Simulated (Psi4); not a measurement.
**PBE0/def2-SVP (density fitting with cc-pvqz-jkfit, sweep point 5) run of BPH6 (SMILES [BH3-][PH3+])**

Aim: the vertical ionisation energy of BPH6 at PBE0/def2-SVP (density fitting with cc-pvqz-jkfit, sweep point 5), from 2 runs. 

Program for the calculation: Psi4 1.11.

2 further runs of the same task are left out: 2 set aside as unsound or not needed.

## 1. The system as given

BPH6 has 8 atoms, charge 0, and is taken as a singlet. SMILES: `[BH3-][PH3+]`. Geometry: relaxed at PBE0-D4/def2-TZVP.

Bond lengths: B1–P2 1.910 Å, B1–H3 1.209 Å, B1–H4 1.209 Å, B1–H5 1.209 Å, P2–H6 1.408 Å, P2–H7 1.409 Å, P2–H8 1.408 Å. Some angles: B1–P2–H6 118.0°, B1–P2–H7 118.1°, B1–P2–H8 118.0°, P2–B1–H3 103.8°, P2–B1–H4 103.8°, P2–B1–H5 103.8°, H6–P2–H7 99.7°, H6–P2–H8 99.7°, H7–P2–H8 99.7°, H3–B1–H4 114.5°.

## 2. The energy at PBE0/def2-SVP (density fitting with cc-pvqz-jkfit, sweep point 5)

Input file job.dat:

```
memory 1600 mb

molecule mol {
  0 1
  B     -0.556100     0.227200    -0.914000
  P      0.433900    -0.181600     0.667700
  H     -1.693400     0.343100    -0.520100
  H     -0.367800    -0.730200    -1.628000
  H     -0.055500     1.254200    -1.309900
  H      0.418800     0.755700     1.718800
  H      1.823100    -0.380300     0.547100
  H      0.089200    -1.345200     1.382600
  units angstrom
  symmetry c1
}

set basis def2-SVP
set puream true
set scf_type df
set dft_radial_points 99
set dft_spherical_points 590
set df_basis_scf cc-pvqz-jkfit

energy_value, wavefunction = energy('pbe0', return_wfn=True)
```

On the command line:

```sh
psi4 job.dat job.out -n 1
```

job.out, shortened:

```text
[...]
  Running in c1 symmetry.
[...]
  Nuclear repulsion =   59.544517156228110
[...]
  Multiplicity = 1
[...]
  Nalpha       = 13
  Nbeta        = 13
[...]
    Number of basis functions: 62
[...]
   @DF-RKS iter   1:  -369.31137389246732   -1.68409e-01   7.47336e-03 DIIS/ADIIS
[...]
   @DF-RKS iter   7:  -369.47899412703282   -2.32330e-08   3.42299e-07 DIIS
[...]
    Orbital Energies [Eh]
    ---------------------
    Doubly Occupied:
       1A    -77.259742     2A     -6.723252     3A     -6.671313
       4A     -4.811425     5A     -4.811425     6A     -4.807937
       7A     -0.723498     8A     -0.516481     9A     -0.452885
      10A     -0.452864    11A     -0.328912    12A     -0.311602
      13A     -0.311593
[...]
  @DF-RKS Final Energy:  -369.47899412703282
   => Energetics <=
    Nuclear Repulsion Energy =             59.5445171562281104
    One-Electron Energy =                -625.9482479082223563
    Two-Electron Energy =                 219.1112675364099402
    DFT Exchange-Correlation Energy =     -22.1865309114485889
    Empirical Dispersion Energy =           0.0000000000000000
    VV10 Nonlocal Energy =                  0.0000000000000000
    Total Energy =                       -369.4789941270328200
[...]
 Multipole Moments:
 ------------------------------------------------------------------------------------
     Multipole            Electronic (a.u.)      Nuclear  (a.u.)        Total (a.u.)
 ------------------------------------------------------------------------------------
 L = 1.  Multiply by 2.5417464519 to convert [e a0] to [Debye]
 Dipole X            :          1.1331773           -0.2562415            0.8769358
 Dipole Y            :         -0.4682956            0.1061634           -0.3621322
 Dipole Z            :          1.8094869           -0.4084037            1.4010832
 Magnitude           :                                                    1.6920964
[...]
```

Wall time 17 s (1 thread of Intel Xeon Platinum 8259CL at 2.50GHz (Skylake/Cascade Lake), shared host); peak memory 0.98 GiB.

## 3. The doublet cation

Input file bh6p.in:

```
memory 1600 MB

molecule m {
  1 2
  B     -0.556100     0.227200    -0.914000
  P      0.433900    -0.181600     0.667700
  H     -1.693400     0.343100    -0.520100
  H     -0.367800    -0.730200    -1.628000
  H     -0.055500     1.254200    -1.309900
  H      0.418800     0.755700     1.718800
  H      1.823100    -0.380300     0.547100
  H      0.089200    -1.345200     1.382600
  symmetry c1
}

set {
  basis def2-SVP
  reference uks
  puream true
  scf_type df
  dft_radial_points 99
  dft_spherical_points 590
  df_basis_scf cc-pvqz-jkfit
  maxiter 150
}

result, w = energy("pbe0", return_wfn=True)
```

On the command line:

```sh
psi4 -n 1 bh6p.in bh6p.out
```

bh6p.out, shortened:

```text
[...]
  Running in c1 symmetry.
[...]
  Nuclear repulsion =   59.544517156228110
[...]
  Multiplicity = 2
[...]
  Nalpha       = 13
  Nbeta        = 12
[...]
    Number of basis functions: 62
[...]
   @DF-UKS iter   1:  -368.90579560298551    2.37169e-01   6.70342e-03 DIIS/ADIIS
[...]
   @DF-UKS iter  14:  -369.07552739865974    9.24438e-08   9.59662e-07 DIIS
[...]
   @S^2 Observed:                7.581785589E-01
[...]
    Orbital Energies [Eh]
    ---------------------
    Alpha Occupied:
       1A    -77.474622     2A     -7.031840     3A     -6.889222
       4A     -5.029119     5A     -5.028588     6A     -5.026581
       7A     -0.949881     8A     -0.812190     9A     -0.690189
      10A     -0.663143    11A     -0.639363    12A     -0.608530
      13A     -0.572758
    Alpha Virtual:
      14A     -0.186238    15A     -0.175682    16A     -0.157246
      17A     -0.113525    18A     -0.087946    19A     -0.086872
      20A     -0.051469    21A      0.037741    22A      0.050918
      23A      0.067002    24A      0.142876    25A      0.145463
[...]
  @DF-UKS Final Energy:  -369.07552739865974
   => Energetics <=
    Nuclear Repulsion Energy =             59.5445171562281104
    One-Electron Energy =                -619.5986478511516680
    Two-Electron Energy =                 212.9287659989174983
    DFT Exchange-Correlation Energy =     -21.9501627026537314
    Empirical Dispersion Energy =           0.0000000000000000
    VV10 Nonlocal Energy =                  0.0000000000000000
    Total Energy =                       -369.0755273986598013
[...]
 Multipole Moments:
 ------------------------------------------------------------------------------------
     Multipole            Electronic (a.u.)      Nuclear  (a.u.)        Total (a.u.)
 ------------------------------------------------------------------------------------
 L = 1.  Multiply by 2.5417464519 to convert [e a0] to [Debye]
 Dipole X            :          0.1863659           -0.2562415           -0.0698757
 Dipole Y            :          0.1235997            0.1061634            0.2297630
 Dipole Z            :          0.5260280           -0.4084037            0.1176242
 Magnitude           :                                                    0.2674119
[...]
```

Wall time 39 s (1 thread of Intel Xeon Platinum 8259CL at 2.50GHz (Skylake/Cascade Lake), shared host); peak memory 0.97 GiB.

## 4. Results

At PBE0/def2-SVP (density fitting with cc-pvqz-jkfit, sweep point 5):

```
                                          quantity          value
                        singlet BPH6: total energy  -369.47899 Eh
                       singlet BPH6: dipole moment         4.30 D
                         singlet BPH6: HOMO energy       -8.48 eV
                         singlet BPH6: LUMO energy        0.79 eV
                       singlet BPH6: HOMO–LUMO gap        9.27 eV
                      doublet cation: total energy  -369.07553 Eh
doublet cation: HOMO energy (highest over α and β)      -15.48 eV
 doublet cation: LUMO energy (lowest over α and β)      -13.41 eV
                              doublet cation: ⟨S²⟩          0.758
vertical ionisation energy (to the doublet cation)      10.979 eV
```

In words: Removing an electron at fixed nuclei costs 10.98 eV (1059 kJ/mol). −ε(HOMO) before ionisation, 8.48 eV, is 2.50 eV below this ionisation energy.
